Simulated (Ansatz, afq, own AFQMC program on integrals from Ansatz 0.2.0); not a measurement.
Where AFQMC and coupled cluster stand for CH₃, doublet

| atom | x (Å) | y (Å) | z (Å) |
| --- | --- | --- | --- |
| C | 0.0041 | -0.0070 | 0.0000 |
| H | 1.0841 | 0.0071 | -0.0003 |
| H | -0.6098 | 1.0252 | -0.0030 |
| H | -0.5237 | -0.9492 | 0.0031 |

Basis 6-31G. Only valence electrons are correlated. Ansatz 0.2.0 and our own AFQMC program on the same integrals; the CISD trial comes from CCSD amplitudes, and released means the phaseless constraint is let go. Uncertainties: one standard error, sampling alone.

Determinant: UHF, the one that the program's search chose, which needn't be the lowest solution. The geometry is a point of a scan.

Full CI on the same integrals is exact in this basis and with this determinant's frozen core.

The T1 diagnostic is 0.0073. The weight of the determinant in the CISD state is 0.951. The ⟨S²⟩ of the determinant is 0.766. The size of the correlated space is 7 electrons in 14 orbitals.

Reference: full CI, correlation energy -2.670 eV. The released energy is read at 2.40 1/Eh (meV from the phaseless value at times in 1/Eh: -1.6 ± 1.4 at 0.24, 0.3 ± 0.8 at 0.51, 0.5 ± 0.7 at 0.99, -0.4 ± 0.6 at 1.62, -0.4 ± 0.7 at 2.40).

```json
{"level": "HF", "E − E(reference) (meV)": "2670.1", "share of correlation (%)": "0.00"}
{"level": "MP2", "E − E(reference) (meV)": "564.3", "share of correlation (%)": "78.87"}
{"level": "CCSD", "E − E(reference) (meV)": "41.4", "share of correlation (%)": "98.45"}
{"level": "CCSD(T)", "E − E(reference) (meV)": "9.6", "share of correlation (%)": "99.64"}
{"level": "CCSDT", "E − E(reference) (meV)": "2.7", "share of correlation (%)": "99.90"}
{"level": "CCSDT(Q)", "E − E(reference) (meV)": "0.3", "share of correlation (%)": "99.99"}
{"level": "CCSDTQ", "E − E(reference) (meV)": "0.2", "share of correlation (%)": "99.99"}
{"level": "ph-AFQMC/CISD", "E − E(reference) (meV)": "-0.1 ± 1.4", "share of correlation (%)": "100.00"}
{"level": "released AFQMC", "E − E(reference) (meV)": "-0.5 ± 0.7", "share of correlation (%)": "100.02"}
```

CCSDT and higher add their correlation energy to the determinant of the CCSD(T) run, since their own runs factorise the integrals more tightly (a shift of under 2 meV). A walk keeps the symmetry of its determinant, which the program's search chose and which needn't be the lowest solution, so a lower state of the same spin and another symmetry isn't excluded. Released energies are given only where the last usable release times agree within the noise; a slower fall can still hide under it.
